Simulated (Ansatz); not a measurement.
```yaml
crystal:
  periodic: [false, false, false]
  atoms:
    - {symbol: Al, position_ang: [-1.425480, -1.057548, -0.009181]}
    - {symbol: Ge, position_ang: [0.042593, 0.837334, 0.007005]}
    - {symbol: Al, position_ang: [1.310810, -1.196732, -0.009678]}
basis:
  gaussian: {orbitals: def2-TZVP}
magnetization: {spin_polarized: true, initial_magnetization: 2}
hamiltonian: {xc: pbe0}
relax: {f_tol: 0.004, max_steps: 80}
```

```sh
$ ansatz run in.yaml --threads 1 --pin off --events-out ev --progress --plain --max-ram 2176MiB
```

Steps of the relaxation (energy above the last step; positions in Å, forces in eV/Å):

```
3
step 1, 1.9 meV
Al   -1.425   -1.058   -0.009   -0.097   -0.010    0.000
Ge    0.043    0.837    0.007    0.002    0.031    0.000
Al    1.311   -1.197   -0.010    0.096   -0.020    0.000
```

```
3
step 2, 0.1 meV
Al   -1.443   -1.054   -0.009   -0.012    0.005    0.000
Ge    0.042    0.832    0.007    0.000   -0.009    0.000
Al    1.329   -1.195   -0.010    0.012    0.004    0.000
```

```
3
step 3, 0.0 meV
Al   -1.447   -1.053   -0.009    0.001    0.003    0.000
Ge    0.042    0.830    0.007    0.000   -0.006    0.000
Al    1.333   -1.194   -0.010   -0.001    0.003    0.000
```

```
3
step 5, 0.0 meV
Al   -1.447   -1.052   -0.009    0.000    0.000    0.000
Ge    0.042    0.829    0.007    0.000    0.000    0.000
Al    1.333   -1.194   -0.010    0.000    0.000    0.000
```

Close pairs at the end: Ge2–Al3 2.400 Å, Al1–Ge2 2.400 Å, Al1–Al3 2.784 Å.

A stationary point of unrestricted PBE0 after 5 steps, with ⟨S²⟩ = 2.026 against 2.00 for a pure state; no frequencies were run, so it isn't proven a minimum. 97 s on 1 thread of Arm Neoverse N1, shared host.
